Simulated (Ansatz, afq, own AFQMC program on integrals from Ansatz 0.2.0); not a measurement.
# CH$_{7}$Ge, doublet in cc-pVDZ, levels against CCSDT(Q)

```xyz
9

Ge   -0.4894    0.0000    0.0000
H    -1.0008    1.4466    0.0000
H    -1.0008   -0.7233    1.2528
H    -1.0008   -0.7233   -1.2528
H     1.1956    0.0000    0.0000
C     2.4856    0.0000    0.0000
H     2.4856   -1.0800    0.0000
H     2.4856    0.5400    0.9353
H     2.4856    0.5400   -0.9353
```

Basis cc-pVDZ. Only valence electrons are correlated. Ansatz 0.2.0 and our own AFQMC program on the same integrals; the CISD trial comes from CCSD amplitudes, and released means the phaseless constraint is let go. Uncertainties: one standard error, sampling alone. No spin–orbit coupling.

Determinant: UHF, the one that the program's search chose, which needn't be the lowest solution. The geometry is a point of a scan.

No full CI on the walks' own integrals is used here; CCSDT(Q) serves as the reference and is uncertain by about the last step of the cluster series.

Cautions: no relativity below Rb; no spin-orbit coupling; inner d shell frozen; the ph-AFQMC/CISD walk drifts between its halves (2.2 errors).

* T1 diagnostic: 0.0149
* weight of the determinant in the CISD state: 0.859
* ⟨S²⟩ of the determinant: 0.785
* size of the correlated space: 15 electrons in 61 orbitals

| level | correlation energy (eV) |
| --- | --- |
| MP2 | -7.1905 |
| CCSD | -8.5448 |
| CCSD(T) | -8.7504 |

**Question.** Estimate where phaseless AFQMC with the Hartree–Fock trial lies against CCSD(T) on the same integrals.

**Answer.** 1.13 ± 1.00 mEh below CCSD(T). The gap is under twice the noise, so this walk alone can't tell the two apart.

Reference: CCSDT(Q), correlation energy -8.791 eV. The released energy is read at 1.50 1/Eh (meV from the phaseless value at times in 1/Eh: 1 ± 4 at 0.24, 4 ± 4 at 0.51, 4 ± 4 at 0.99, 9 ± 6 at 1.50).

| level | E − E(reference) (mEh) | share of correlation (%) |
| --- | --- | --- |
| CCSD(T) | 1.50 | 99.54 |
| CCSDT | 0.34 | 99.90 |
| ph-AFQMC/HF | 0.37 ± 1.00 | 99.89 |
| ph-AFQMC/CISD | -0.36 ± 0.11 | 100.11 |
| released AFQMC | -0.04 ± 0.21 | 100.01 |

A walk keeps the symmetry of its determinant, which the program's search chose and which needn't be the lowest solution, so a lower state of the same spin and another symmetry isn't excluded. Released energies are given only where the last usable release times agree within the noise; a slower fall can still hide under it.
